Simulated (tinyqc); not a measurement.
Inside a calculation. Method: extended Hueckel theory, for CH2. One step of it, computed by the program tinyqc.

Task: Wolfsberg-Helmholz matrix. H_ij = K' S_ij (H_ii + H_jj)/2 for i != j (the diagonal keeps H_ii), with K' = 1.75.

overlap S, order 1C 2s, 1C 2px, 1C 2py, 1C 2pz, 2H 1s, 3H 1s:
```
[[1.000000, 0.000000, 0.000000, 0.000000, 0.483068, 0.483068],
 [0.000000, 1.000000, 0.000000, 0.000000, 0.000000, 0.000000],
 [0.000000, 0.000000, 1.000000, 0.000000, 0.430572, -0.430572],
 [0.000000, 0.000000, 0.000000, 1.000000, 0.224723, 0.224723],
 [0.483068, 0.000000, 0.430572, 0.224723, 1.000000, 0.109411],
 [0.483068, 0.000000, -0.430572, 0.224723, 0.109411, 1.000000]]
```

diagonal H_ii (eV): [-21.400000, -11.400000, -11.400000, -11.400000, -13.600000, -13.600000]

K = 1.750000

Give: H.

Result:

H (eV), order 1C 2s, 1C 2px, 1C 2py, 1C 2pz, 2H 1s, 3H 1s:
```
[[-21.4000, 0.0000, 0.0000, 0.0000, -14.7939, -14.7939],
 [0.0000, -11.4000, 0.0000, 0.0000, 0.0000, 0.0000],
 [0.0000, 0.0000, -11.4000, 0.0000, -9.4188, 9.4188],
 [0.0000, 0.0000, 0.0000, -11.4000, -4.9158, -4.9158],
 [-14.7939, 0.0000, -9.4188, -4.9158, -13.6000, -2.6040],
 [-14.7939, 0.0000, 9.4188, -4.9158, -2.6040, -13.6000]]
```
